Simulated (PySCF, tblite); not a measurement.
**C4H4F2: geometry, infrared bands, NMR shifts and spin-spin couplings**

Wanted: the infrared bands, NMR shifts and spin-spin couplings of C4H4F2 (`FC1(F)C=CC1`), by calculation.

Programs: tblite 0.8.0 and PySCF 2.14.0, with density-fitted response routines of our own. Each step states its level of theory. These are calculated values for one molecule in the gas phase, unless marked as measured. Atoms are numbered from 0 throughout.

### Step 1. The starting structure

10 atoms, charge 0, multiplicity 1; geometry from: force field or distance geometry start.

Bonds of the start (Å): F0–C1 1.36, C1–F2 1.34, C1–C3 1.52, C3–C4 1.34, C4–C5 1.51, C5–C1 1.55, C3–H6 1.09, C4–H7 1.10, C5–H8 1.09, C5–H9 1.10.

### Step 2. Relaxing the molecule with GFN2-xTB

What the job is given:

```
{"job": {"kind": "relax", "xc": "GFN2-xTB", "basis": "xTB"}, "charge": 0, "multiplicity": 1}
F     -1.569400    -0.797000     1.053000
C     -0.843300    -0.421200    -0.030100
F     -1.649800    -0.544700    -1.089300
C      0.564600    -0.989800    -0.149200
C      1.172100     0.194900    -0.015400
C     -0.135100     0.949300     0.112600
H      0.914100    -2.012600    -0.277600
H      2.217200     0.522900    -0.019800
H     -0.359500     1.654300    -0.686500
H     -0.302100     1.448500     1.080000
```

Launch:

```sh
OMP_NUM_THREADS=1 python probes_run.py task.json out
```

This one command runs all jobs of the session in turn.

Standard output:

```text
step      E/eV     max force
  0    -544.50140    1.300
  1    -544.53870    0.605
  2    -544.54936    0.320
  3    -544.55414    0.211
  4    -544.55544    0.179
  5    -544.55624    0.082
  6    -544.55678    0.070
  7    -544.55701    0.042
  8    -544.55716    0.033
  9    -544.55723    0.024
 10    -544.55729    0.026
 11    -544.55734    0.019
 12    -544.55737    0.012
 13    -544.55738    0.008
```

It took 0.14 s on 1 thread of Intel Xeon at 2.50GHz, shared host.

The steps of the relaxation:

```
step  energy from step 0 (eV)  largest force (eV/Å)
   0                   0.0000                1.3005
   1                  -0.0373                0.6050
   2                  -0.0480                0.3200
   3                  -0.0527                0.2106
   4                  -0.0540                0.1795
   5                  -0.0548                0.0816
   6                  -0.0554                0.0701
   7                  -0.0556                0.0419
   8                  -0.0558                0.0326
   9                  -0.0558                0.0242
  10                  -0.0559                0.0256
  11                  -0.0559                0.0193
  12                  -0.0560                0.0120
  13                  -0.0560                0.0082
```

Distances of close pairs at the start and the end, largest changes first:

```
 bond  before (Å)  after (Å)  change (Å)
C4–H7       1.095      1.073      -0.022
C1–F2       1.337      1.357      +0.020
C3–H6       1.088      1.072      -0.017
C1–C3       1.523      1.507      -0.016
C5–H9       1.101      1.088      -0.013
C3–C4       1.338      1.331      -0.007
C4–C5       1.515      1.508      -0.007
C5–H8       1.089      1.088      -0.001
```

The next job starts from the end point, and lists it.

### Step 3. Infrared spectrum with GFN2-xTB

What the job is given:

```
{"job": {"kind": "ir", "xc": "GFN2-xTB", "basis": "xTB"}, "charge": 0, "multiplicity": 1}
F     -1.550281    -0.806838     1.047468
C     -0.814558    -0.411890    -0.021947
F     -1.633267    -0.551178    -1.094553
C      0.567455    -1.000358    -0.144089
C      1.152858     0.188793    -0.020955
C     -0.129575     0.969680     0.117991
H      0.896111    -2.011545    -0.278372
H      2.174674     0.516822    -0.017041
H     -0.358402     1.660657    -0.690747
H     -0.296133     1.450513     1.079718
```

Standard output:

```text
mode    cm-1     km/mol
  1     171.8      1.14
  2     306.4      0.01
  3     421.4     20.81
  4     469.1     19.10
  5     469.2      2.30
  6     677.5     10.34
  7     781.6      4.99
  8     829.7      0.15
  9     906.5     84.94
 10     908.2      0.84
 11    1003.2      7.06
 12    1024.6     17.60
 13    1040.1     21.33
 14    1063.7     20.33
 15    1120.5    178.84
 16    1193.8      0.77
 17    1219.4     25.67
 18    1279.3    176.76
 19    1427.3      8.23
 20    1647.6      2.85
 21    3012.9      8.80
 22    3018.2     12.49
 23    3144.2     11.73
 24    3167.9     14.63
```

Wall time 0.37 s (1 thread of Intel Xeon at 2.50GHz, shared host).

The strongest bands and the atoms that carry them (share of the mass-weighted mode):

```
cm⁻¹  km/mol                               atoms
 421    20.8                    F0 37 %, F2 37 %
 469    19.1  C5 20 %, C3 19 %, C1 19 %, F2 13 %
 906    84.9  H8 20 %, H9 17 %, H6 14 %, C5 13 %
1040    21.3  H6 48 %, H7 12 %, C3 12 %, C1 12 %
1064    20.3           C1 59 %, H6 11 %, C3 10 %
1120   178.8           C1 52 %, H8 17 %, H9 17 %
1219    25.7  C4 33 %, C1 21 %, C5 18 %, H7 16 %
1279   176.8           C1 47 %, C3 14 %, C5 12 %
```

### Step 4. NMR shieldings: PBE0/pcSseg-1

Settings changed since step 3:

```diff
@@ -1,2 +1,2 @@
-{"job": {"kind": "ir", "xc": "GFN2-xTB", "basis": "xTB"}, "charge": 0, "multiplicity": 1}
+{"job": {"kind": "nmr", "xc": "PBE0", "basis": "pcSseg-1"}, "charge": 0, "multiplicity": 1}
 F     -1.550281    -0.806838     1.047468
```

Level: GIAO PBE0/pcSseg-1 NMR shielding, non-relativistic, gas phase.

Standard output:

```text
coarse grid: 9000 points
cycle   1  E = -353.9221084145  dE =  9.691e-01  |g| = 6.850e-01  |ddm| = 2.856e+00
cycle   2  E = -353.8649592684  dE =  5.715e-02  |g| = 9.481e-01  |ddm| = 8.827e-01
cycle   3  E = -354.0024870229  dE = -1.375e-01  |g| = 6.962e-02  |ddm| = 5.053e-01
cycle   4  E = -354.0033686134  dE = -8.816e-04  |g| = 2.950e-02  |ddm| = 7.005e-02
cycle   5  E = -354.0035599234  dE = -1.913e-04  |g| = 5.541e-03  |ddm| = 2.496e-02
cycle   6  E = -354.0035650333  dE = -5.110e-06  |g| = 2.833e-03  |ddm| = 5.648e-03
final grid: 89528 points
cycle   7  E = -354.0536696083  dE = -3.012e-05  |g| = 7.834e-03  |ddm| = 2.831e-02
cycle   8  E = -354.0536524198  dE =  1.719e-05  |g| = 1.214e-02  |ddm| = 1.412e-02
cycle   9  E = -354.0536832290  dE = -3.081e-05  |g| = 1.054e-03  |ddm| = 8.360e-03
cycle  10  E = -354.0536834786  dE = -2.496e-07  |g| = 3.639e-04  |ddm| = 1.014e-03
cycle  11  E = -354.0536835081  dE = -2.951e-08  |g| = 1.247e-04  |ddm| = 3.472e-04
cycle  12  E = -354.0536835107  dE = -2.626e-09  |g| = 1.632e-05  |ddm| = 8.492e-05
cycle  13  E = -354.0536835108  dE = -5.298e-11  |g| = 4.599e-06  |ddm| = 1.336e-05
converged SCF energy = -354.0536835108

GIAO shielding tensors (ppm)
atom      isotropic    diamagn.    paramagn.     s11        s22        s33       span
  0 F      295.165     472.652    -177.487    192.033    334.400    359.061    167.028
  1 C       62.573     241.164    -178.591     44.283     54.620     88.815     44.532
  2 F      295.021     472.621    -177.600    192.789    334.286    357.989    165.200
  3 C       41.658     254.257    -212.599    -63.717     54.493    134.198    197.915
  4 C       34.707     253.992    -219.285    -93.497     29.803    167.815    261.311
  5 C      137.335     250.056    -112.721    127.385    128.039    156.583     29.198
  6 H       25.361      31.057      -5.697     24.614     24.992     26.476      1.862
  7 H       24.771      30.698      -5.927     22.794     25.460     26.060      3.267
  8 H       28.561      29.031      -0.470     25.963     27.241     32.480      6.517
  9 H       28.564      29.034      -0.470     25.952     27.247     32.493      6.541
```

Run time: 25 s. Hardware: 1 thread of Intel Xeon at 2.50GHz, shared host; peak memory 0.53 GiB.

Shifts follow as δ = σ(reference) − σ, with reference shieldings (ppm) from runs at the same level and on the same kind of geometry: ¹H TMS 31.72, ¹³C TMS 186.9, ¹⁹F CFCl3 170.9. The references are single molecules in the gas phase, so shifts against H2O, NH3, PH3, H3PO4 or CFCl3 are not on the usual liquid scales and can be off by tens of ppm. Atoms listed in one row are averaged.

```
 atoms                                         environment  σ (ppm)  δ (ppm)  δ scaled to CDCl3
    C4                                           alkene CH     34.7    152.2              146.6
    C3                                           alkene CH     41.7    145.3              139.9
    C1  allylic fully substituted sp3 carbon bonded to 2 F     62.6    124.4              119.5
    C5                                     allylic sp3 CH2    137.3     49.6               46.5
    H7                            hydrogen on an alkene CH    24.77     6.95               6.65
    H6                            hydrogen on an alkene CH    25.36     6.36               6.10
H8, H9                      hydrogen on an allylic sp3 CH2    28.56     3.15               3.08
F0, F2                             fluorine of a CF2 group    295.1   -124.1                  –
```

The scaled column applies a straight-line fit of computed shieldings to shifts measured in CDCl3, and one for carbons that bear F (root-mean-square error 0.16 ppm for H, 1.9 ppm for C).

Charges from the same density, by scheme (e):

```
 atoms  Mulliken    IAO  Hirshfeld  ESP fit
F0, F2     -0.29  -0.30      -0.11    -0.27
    C1      0.45   0.57       0.18     0.70
    C3     -0.07  -0.20      -0.07    -0.43
    C4     -0.15  -0.11      -0.02     0.01
    C5     -0.13  -0.30      -0.09    -0.37
```

Mayer bond orders: F0–C1 0.94, C1–F2 0.94, C1–C3 0.98, C3–C4 1.77, C4–C5 1.04, C5–C1 1.00.

Ring of atoms C1, C3, C4, C5: NICS(0) 0.9, NICS(1) -2.2, NICS(1)zz 1.9 ppm (means of both faces).

### Step 5. Spin-spin couplings: B3LYP/pcJ-1

Settings changed since step 4:

```diff
@@ -1,2 +1,2 @@
-{"job": {"kind": "nmr", "xc": "PBE0", "basis": "pcSseg-1"}, "charge": 0, "multiplicity": 1}
+{"job": {"kind": "j", "xc": "B3LYP", "basis": "pcJ-1"}, "charge": 0, "multiplicity": 1}
 F     -1.550281    -0.806838     1.047468
```

Level: B3LYP/pcJ-1 indirect spin-spin coupling, non-relativistic, gas phase.

Standard output:

```text
coarse grid: 9000 points
cycle   1  E = -354.3206618536  dE =  9.008e-01  |g| = 7.416e-01  |ddm| = 2.773e+00
cycle   2  E = -354.2348955068  dE =  8.577e-02  |g| = 1.089e+00  |ddm| = 9.679e-01
cycle   3  E = -354.4105581642  dE = -1.757e-01  |g| = 8.495e-02  |ddm| = 5.625e-01
cycle   4  E = -354.4117468768  dE = -1.189e-03  |g| = 4.273e-02  |ddm| = 8.729e-02
cycle   5  E = -354.4121373538  dE = -3.905e-04  |g| = 6.848e-03  |ddm| = 3.256e-02
cycle   6  E = -354.4121447011  dE = -7.347e-06  |g| = 3.522e-03  |ddm| = 6.595e-03
cycle   7  E = -354.4121474763  dE = -2.775e-06  |g| = 9.690e-04  |ddm| = 2.844e-03
final grid: 89528 points
cycle   8  E = -354.4665412334  dE = -1.380e-04  |g| = 7.676e-03  |ddm| = 1.697e-02
cycle   9  E = -354.4665274099  dE =  1.382e-05  |g| = 1.171e-02  |ddm| = 1.191e-02
cycle  10  E = -354.4665516671  dE = -2.426e-05  |g| = 8.581e-04  |ddm| = 7.288e-03
cycle  11  E = -354.4665517111  dE = -4.403e-08  |g| = 7.115e-04  |ddm| = 1.097e-03
cycle  12  E = -354.4665518295  dE = -1.184e-07  |g| = 1.609e-04  |ddm| = 5.490e-04
cycle  13  E = -354.4665518350  dE = -5.490e-09  |g| = 1.550e-05  |ddm| = 1.062e-04
cycle  14  E = -354.4665518350  dE = -4.445e-11  |g| = 5.731e-06  |ddm| = 1.513e-05
converged SCF energy = -354.4665518350

Indirect spin-spin couplings (Hz)
  i      j    bonds     total        FC       PSO       DSO        SD
  0 F    1 C    1   -338.888  -334.948   -16.975     1.167    11.868
  0 F    2 F    2    169.605    58.216    42.304    -0.491    69.577
  0 F    3 C    2     24.656    22.556    -0.220    -0.046     2.366
  0 F    4 C    3     15.810    15.723     3.015    -0.297    -2.631
  0 F    5 C    2     23.145    21.632    -0.064    -0.047     1.625
  0 F    6 H    3     -0.435    -1.255     1.171    -0.868     0.517
  0 F    7 H    4     12.390    11.095     2.131    -1.655     0.819
  0 F    8 H    3      2.392     1.692     1.996    -1.647     0.351
  0 F    9 H    3      3.519     3.318     0.254     0.322    -0.375
  1 C    2 F    1   -339.385  -335.293   -17.085     1.167    11.826
  1 C    3 C    1     47.927    48.620    -1.044     0.352         -
  1 C    4 C    2     -4.845    -4.700    -0.254     0.109         -
  1 C    5 C    1     37.651    37.128     0.180     0.343         -
  1 C    6 H    2      1.739     1.781     0.120    -0.162         -
  1 C    7 H    3     25.954    26.173     0.233    -0.453         -
  1 C    8 H    2     -7.071    -7.313     0.136     0.106         -
  1 C    9 H    2     -7.073    -7.315     0.136     0.106         -
  2 F    3 C    2     24.749    22.565    -0.166    -0.047     2.398
  2 F    4 C    3     15.878    15.851     2.952    -0.299    -2.626
  2 F    5 C    2     23.063    21.503    -0.042    -0.048     1.651
  2 F    6 H    3     -0.471    -1.299     1.175    -0.867     0.520
  2 F    7 H    4     12.566    11.304     2.109    -1.660     0.813
  2 F    8 H    3      3.433     3.219     0.270     0.318    -0.374
  2 F    9 H    3      2.305     1.595     1.998    -1.641     0.353
  3 C    4 C    1     65.100    75.393   -10.501     0.207         -
  3 C    5 C    2      0.931     1.041    -0.132     0.022         -
  3 C    6 H    1    185.218   184.727    -0.405     0.897         -
  3 C    7 H    2      3.563     5.108    -0.942    -0.603         -
  3 C    8 H    3      7.212     7.461     0.171    -0.420         -
  3 C    9 H    3      7.269     7.518     0.173    -0.422         -
  4 C    5 C    1     34.634    35.126    -0.714     0.223         -
  4 C    6 H    2      1.577     3.125    -0.911    -0.636         -
  4 C    7 H    1    183.216   182.967    -0.533     0.782         -
  4 C    8 H    2     -6.556    -6.639     0.275    -0.192         -
  4 C    9 H    2     -6.519    -6.602     0.275    -0.193         -
  5 C    6 H    3     12.763    12.840     0.542    -0.619         -
  5 C    7 H    2      7.031     7.100     0.332    -0.401         -
  5 C    8 H    1    146.368   144.911     0.517     0.939         -
  5 C    9 H    1    146.354   144.899     0.516     0.939         -
  6 H    7 H    3      3.743     4.015     1.393    -1.665         -
  6 H    8 H    4     -1.376    -1.227     2.050    -2.199         -
  6 H    9 H    4     -1.322    -1.173     2.054    -2.203         -
  7 H    8 H    3      1.644     1.720     1.275    -1.351         -
  7 H    9 H    3      1.636     1.712     1.273    -1.349         -
  8 H    9 H    2    -14.973   -15.153     2.486    -2.307         -
```

It took 54 s on 1 thread of Intel Xeon at 2.50GHz, shared host; peak memory 0.79 GiB.

A choice of the couplings up to four bonds, sorted by the number of bonds, with means over like pairs; isotopes 13C, 19F, 1H:

```
 pair  bonds  J (Hz)  Fermi contact (Hz)  dihedral (°)
F0–C1      1  -339.1              -335.1             –
C3–H6      1   185.2               184.7             –
C4–H7      1   183.2               183.0             –
C5–H8      1   146.4               144.9             –
C3–C4      1    65.1                75.4             –
C1–C3      1    47.9                48.6             –
C1–C5      1    37.7                37.1             –
C4–C5      1    34.6                35.1             –
F0–F2      2   169.6                58.2             –
F0–C3      2    24.7                22.6             –
F0–C5      2    23.1                21.6             –
H8–H9      2   -15.0               -15.2             –
C1–H8      2    -7.1                -7.3             –
C5–H7      2     7.0                 7.1             –
C4–H8      2    -6.5                -6.6             –
C1–C4      2    -4.8                -4.7             –
C3–H7      2     3.6                 5.1             –
C1–H7      3    26.0                26.2             –
F0–C4      3    15.8                15.8             –
C5–H6      3    12.8                12.8             –
C3–H8      3     7.2                 7.5             –
H6–H7      3     3.7                 4.0             0
F0–H9      3     3.5                 3.3             2
F0–H8      3     2.3                 1.6          -126
H7–H8      3     1.6                 1.7            66
F0–H7      4    12.5                11.2             –
H6–H8      4    -1.3                -1.2             –
```

Where two rows join the same classes of atoms, they are the two kinds of pair (J and J′ of an AA′XX′ pattern), each a mean over its own pairs alone.

The spin-dipole term was solved for some atoms only; pairs without it lack that part.

Shifts (PBE0/pcSseg-1, scaled to CDCl3) and these couplings together give the proton spectrum at 600 MHz below. H–H couplings in it are scaled by factors fitted to measured ones, so they differ from the table.

¹H NMR δ 6.65 (tdt, J = 12.5, 3.4, 1.5 Hz, 1H), 6.10 (dt, J = 3.4, 1.3 Hz, 1H), 3.08 (ddt, J = 3.5, 2.3, 1.4 Hz, 2H). The letters are first-order; like nuclei with unlike couplings give more lines.

### Step 6. Results

```
                                                                 quantity                          value
                                strongest single infrared mode (GFN2-xTB)          1120 cm⁻¹, 179 km/mol
                                             zero-point energy (GFN2-xTB)                  43.3 kcal/mol
                                   ¹³C shifts against TMS (PBE0/pcSseg-1)  152.2, 145.3, 124.4, 49.6 ppm
   ¹H shifts against TMS (PBE0/pcSseg-1, means over atoms taken as alike)           6.95, 6.36, 3.15 ppm
¹⁹F shifts against CFCl3 (PBE0/pcSseg-1, means over atoms taken as alike)                     -124.1 ppm
                              largest coupling of the table (B3LYP/pcJ-1)       ¹J(F,C) F0–C1, -339.1 Hz
```

In words: The optimisation took 13 steps and gained 0.056 eV; among the close pairs (by a distance rule), C4–H7 changed most, from 1.095 to 1.073 Å. All 24 modes are real, so the xTB geometry is a minimum. The strongest single mode, at 1120 cm⁻¹, moves mainly C1. Unscaled tight-binding wavenumbers are off by several per cent, some by more. Its intensities can rank the bands wrongly. At PBE0/pcSseg-1: The largest span, 261 ppm, is at C4, where the paramagnetic term is -219 ppm. Of the pairs tabulated at B3LYP/pcJ-1, F0–C1 (mean over like pairs) couples most strongly (-339.1 Hz; Fermi contact -335.1 Hz). Couplings across rotatable bonds belong to this one conformer; where others are populated, the observed values are averages. Density functionals describe couplings to fluorine poorly, F–F couplings above all, so those rows are rough.
